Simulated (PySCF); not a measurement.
**Choosing a basis for TDDFT**

Compound: C6H5F.
SMILES: `Fc1ccccc1`

TDDFT with PBE0 (PySCF), vertical singlets, core orbitals frozen in the response, spherical d and f functions. Isolated species at its PBE0-D3(BJ)/def2-SVP geometry, gas phase.

**Question.** Compare 6-31G*, def2-SVP, 6-31+G*, def2-SVPD, aug-cc-pVDZ and def2-TZVP for this molecule.

**Answer.** 

```csv
basis,functions,diffuse,S1 (eV),S2 (eV),S3 (eV),S4 (eV),S5 (eV),LUMO (eV),α (au)
6-31G*,108,no,5.55,6.39,7.41,7.45,7.84,-0.08,54.9
def2-SVP,123,no,5.50,6.33,7.34,7.37,7.64,-0.41,58.0
6-31+G*,136,yes,5.44,6.20,6.54,6.92,7.09,-0.51,65.1
def2-SVPD,183,yes,5.42,6.20,7.07,7.14,7.17,-0.59,67.3
aug-cc-pVDZ,206,yes,5.38,6.13,6.21,6.60,6.74,-0.58,69.1
def2-TZVP,247,no,5.41,6.17,7.12,7.16,7.33,-0.53,65.4
```

States are compared by their number. Against the largest diffuse basis here (aug-cc-pVDZ, itself not a converged limit), sets without diffuse functions differ by up to 0.17 eV in S1 and 1.10 eV in S5; the smaller diffuse sets differ by up to 0.06 and 0.43 eV. State by state, the largest deviation of a set without diffuse functions is S1 0.17, S2 0.26, S3 1.20, S4 0.85, S5 1.10 eV. The same number needn't mean the same state in each row. Against aug-cc-pVDZ the polarisability deviates by -21% in 6-31G*, -16% in def2-SVP, -6% in 6-31+G*, -3% in def2-SVPD, -5% in def2-TZVP. A single + in a Pople set puts diffuse functions on heavy atoms only.
